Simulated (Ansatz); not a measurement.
The cluster Al₃H₄⁻. Total charge -1; triplet. Geometry r2SCAN-D4/def2-TZVPD, that of the charge -1 singlet.

Cartesian coordinates in Å:
```
Al 0.7816 0.7901 0.5066
Al -1.3658 0.2451 -1.0312
Al -0.0932 -1.7256 0.0762
H 0.5917 1.4871 1.9583
H -0.3953 -1.1317 -1.5587
H 2.1678 1.3102 -0.1547
H -1.6867 -0.9751 0.2035
```

At PBE-D4/def2-TZVPD, r2SCAN-D4/def2-TZVPD, PBE0-D4/def2-TZVPD the highest occupied level of the charge -1 triplet lies above zero (up to 0.74 eV). By energy differences its removal costs 1.41 eV (vertical, to the charge 0 doublet, at PBE-D4/def2-TZVPD); a positive level beside a positive removal energy at the same level points to self-interaction error. At PBE0-D4/def2-TZVPD a singlet of charge -1 lies 0.52 eV below the triplet at the same geometry. The structure comes from a short search, and lower isomers may exist.

Question: Estimate the α-spin orbital energies around the gap (eV) in Ansatz with PBE-D4/def2-TZVPD, r2SCAN-D4/def2-TZVPD, PBE0-D4/def2-TZVPD.

Answer: 
```tsv
orbital	PBE-D4/def2-TZVPD	r2SCAN-D4/def2-TZVPD	PBE0-D4/def2-TZVPD
HOMO−5	-3.68	-4.01	-4.87
HOMO−4	-2.80	-3.06	-3.90
HOMO−3	-2.19	-2.45	-3.37
HOMO−2	-1.52	-1.71	-2.49
HOMO−1	-0.60	-0.87	-1.44
HOMO	0.74	0.56	0.08
LUMO	2.00	2.17	2.64
LUMO+1	2.68	3.10	3.12
LUMO+2	2.74	3.31	3.16
LUMO+3	3.10	3.55	3.54
LUMO+4	3.26	3.63	3.87
LUMO+5	3.54	3.82	4.10
β HOMO	-1.21	-1.39	-2.09
β LUMO	0.47	0.69	1.10
```
